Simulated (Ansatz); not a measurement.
CH4FNOS, SMILES `NC(O)(F)S`, relaxed with RKS PBE0-D4/def2-TZVP in Ansatz 0.2.0 from a PBE-D4/def2-SVP geometry. The force threshold is 0.005 eV/Å; the program also tests the step.

The species carries charge 0 and has multiplicity 1.

Start:

```xyz
9

N     0.794   -0.826    0.576
C    -0.109   -0.041   -0.203
O     0.560    0.934   -0.905
F    -0.732   -0.921   -1.080
S    -1.420    0.788    0.825
H     1.230   -0.258    1.312
H     0.323   -1.632    1.002
H     1.323    0.472   -1.316
H    -1.968    1.484   -0.211
```

(1) By how much does the energy fall, and how many steps does the optimiser take? (Estimate.)

(2) Which bonds change most? (Estimate.)

(3) Give the relaxed structure. (Best estimate.)

## Answers

(1) Ansatz gave: 3.90 kJ/mol, in 5 steps.

(2) The calculation gave: C2–S5 from 1.861 to 1.826 Å; S5–H9 from 1.362 to 1.343 Å; N1–H7 from 1.026 to 1.011 Å; N1–H6 from 1.026 to 1.011 Å.

(3) Computed: 
```xyz
9

N     0.783   -0.819    0.581
C    -0.114   -0.038   -0.197
O     0.554    0.922   -0.903
F    -0.721   -0.914   -1.069
S    -1.404    0.772    0.809
H     1.216   -0.258    1.302
H     0.317   -1.616    0.995
H     1.309    0.479   -1.315
H    -1.941    1.472   -0.204
```
